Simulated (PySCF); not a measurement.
## Name the molecule from its bond curve

A diatomic of charge 0 contains Na. Its singlet curve at PBE0 in a triple-zeta basis (no relativity, PySCF), in eV from the separated fragments:

```
R (Å)  E (eV)
1.657  -3.948
1.734  -4.303
1.811  -4.493
1.869  -4.559
1.927  -4.576
1.985  -4.557
2.062  -4.489
2.158  -4.360
2.274  -4.166
2.428  -3.875
```

The fit gives ωe = 539 cm⁻¹ and the rotational constant Bₑ = 0.4384 cm⁻¹.

Question: Which atom is the partner?

Answer: The minimum lies at 1.923 Å, so the reduced mass is 16.8576 u Å² cm⁻¹/(Bₑ·Re²) = 10.40 u. With Na at 22.99 u the partner weighs about 19.0 u: F. The molecule is NaF.
